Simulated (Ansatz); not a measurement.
Basis-set extrapolation for C₂Cl₂O₂ (`O=C(Cl)C(=O)Cl`) (PBE0-D4/def2-TZVP geometry, frozen core, Ansatz). Multiplicity 1, RHF reference.

```json
{"": "HF", "def2-TZVPP": "-1144.557214", "def2-QZVPP": "-1144.592297"}
{"": "MP2 correlation", "def2-TZVPP": "-1.137139", "def2-QZVPP": "-1.232226"}
{"": "CCSD(T) correlation", "def2-TZVPP": "-1.216290", "def2-QZVPP": "not run"}
```

Energies in hartree. Use E(X) = E(∞) + A·exp(−7.88·√X) for Hartree–Fock and E(X) = E(∞) + B·X^(−2.97) for correlation, with X = 3 and 4, and add CCSD(T) minus MP2 of the smaller set to the MP2 limit.

Q: What is the CCSD(T) energy at the basis-set limit?

A: HF limit: -1144.592297 + (-0.035083) × 0.13774 = -1144.59713. MP2 limit: -1.232226 + (-0.095087) × 0.74074 = -1.30266. Higher-order term: -1.216290 − (-1.137139) = -0.07915. Total: -1145.97894 hartree, 128.9 kcal/mol below CCSD(T)/def2-TZVPP.
